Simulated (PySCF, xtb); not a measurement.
HS, SMILES [SH] (connectivity only; charge and spin as stated), charge -1, multiplicity 1.

Harmonic wavenumbers (cm⁻¹) from xtb with GFN2-xTB at its own minimum, in rising order: 2364.

Q: What does B3LYP-D3(BJ)/def2-TZVPD run with PySCF 2.14.0 give at its own minimum? (The exact figures need the calculation; the answer reports its results.)

A: 2624. Paired by order, the mean absolute difference is 261 cm⁻¹ and the zero-point energies are 3.4 and 3.8 kcal/mol.
